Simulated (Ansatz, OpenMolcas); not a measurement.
How basis sets differ on C2H4F2 (1,2-difluoroethane)

C2H4F2 has 8 atoms, charge 0, and is taken as a singlet. SMILES: `FCCF`. The shape is that of a PBE0-D4/def2-TZVP optimisation. This is one conformer, not always the lowest.

Each level gives the HOMO–LUMO gap (eV). The values are calculated.

```json
{"level": "HF/ANO-XS-MB (DKH2)", "kind": "Hartree–Fock", "program": "OpenMolcas", "value (eV)": "22.95"}
{"level": "HF/STO-3G", "kind": "Hartree–Fock", "program": "Ansatz", "value (eV)": "25.20"}
{"level": "HF/3-21G", "kind": "Hartree–Fock", "program": "Ansatz", "value (eV)": "20.62"}
{"level": "HF/def2-SVPD", "kind": "Hartree–Fock", "program": "Ansatz", "value (eV)": "16.67"}
```

The values span 16.67 to 25.20 eV. A Hartree–Fock LUMO above zero doesn't converge with the basis: it sinks as sets grow more diffuse. Orbital gaps aren't excitation energies.
